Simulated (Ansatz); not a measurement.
**BClH3Si+: structure from calculated spectroscopic constants**

These gas-phase data were calculated for one isomer of BClH3Si+ at B3LYP/6-31G* (harmonic, unscaled wavenumbers; equilibrium rotational constants with average atomic masses):

* rotational constants: 80.59, 2.208, 2.208 GHz
* all wavenumbers above 1500 cm⁻¹: 2323, 2323, 2288

Candidates:

(1) `[SiH3][B+]Cl`, a singlet
(2) `B[SiH+]Cl`, a singlet

Q: Which structure fits?

A: Candidate (1). No mode falls between 2350 and 2900 cm⁻¹, where the B–H stretch of (2) would stand.

The same quantities for all candidates:

```tsv
	rotational constants (GHz)	wavenumbers above 1500 cm⁻¹	E above the lowest, B3LYP/6-31G* (kcal/mol)
(1)	80.59, 2.208, 2.208	2323, 2323, 2288	0.0
(2)	21.13, 3.796, 3.311	2788, 2666, 2316	5.3
```

Harmonic stretches to hydrogen usually lie a few per cent above observed fundamentals. Each candidate is one conformer. Programs: Ansatz 0.2.0.
